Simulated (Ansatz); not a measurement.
# CH2B+ (triplet): the correlation ladder, def2-QZVPP

The task here is to estimate one member of a computed series from the others.

Method: def2-QZVPP, core rule «outside noble gas», up to 2 orbitals frozen; program: Ansatz 0.2.0, Gaussian basis.

Plan: UHF; ROHF; CCSD(T) on UHF.

2 further runs of the same task are left out: 2 set aside as unsound or not needed.

**What is computed**

The geometry is a PBE0/def2-TZVP stationary point (not a proven minimum) of the parent state, kept for this charge and spin.

4 atoms, charge 1, spin multiplicity 3.

Atoms are counted from 1 here; the program's logs count them from 0.

Bond lengths: B1–C2 1.350 Å, B1–H3 1.172 Å, C2–H4 1.070 Å. Angles: C2–B1–H3 180.0°, B1–C2–H4 180.0°.

The first run:

The input, in.yaml:

```yaml
crystal:
  periodic: [false, false, false]
  atoms:
    - {symbol: B, position_ang: [0.000000, 0.000000, 0.649311]}
    - {symbol: C, position_ang: [0.000000, 0.000000, -0.700735]}
    - {symbol: H, position_ang: [0.000000, 0.000000, 1.821771]}
    - {symbol: H, position_ang: [0.000000, 0.000000, -1.770347]}
basis:
  gaussian: {orbitals: "def2-QZVPP.json"}
total_charge: 1
magnetization: {spin_polarized: true, initial_magnetization: 2}
hamiltonian: {xc: hf}
output: {orbitals: {seedname: orbitals}}
```

On the command line:

```bash
> ansatz run in.yaml --threads 1 --pin off --events-out ev --progress --plain --max-ram 2393MiB
```

Among the steps run: UHF; ROHF; CCSD(T) on UHF.

One of the session's tables, all rows but one given; the rest of the session is left out.

It belongs to the step «Misses and costs». 

```
  method  from UCCSD(T) (kcal/mol)
    ROHF                   +134.48
     UHF                         ?
    UMP2                    +19.65
   UCCSD                     +3.93
UCCSD(T)                         0
```

Q: Estimate the row for UHF from the others.

As computed: from UCCSD(T) (kcal/mol): +131.05. In the column «from UCCSD(T) (kcal/mol)» it lies between UMP2 (+19.65) and ROHF (+134.48).
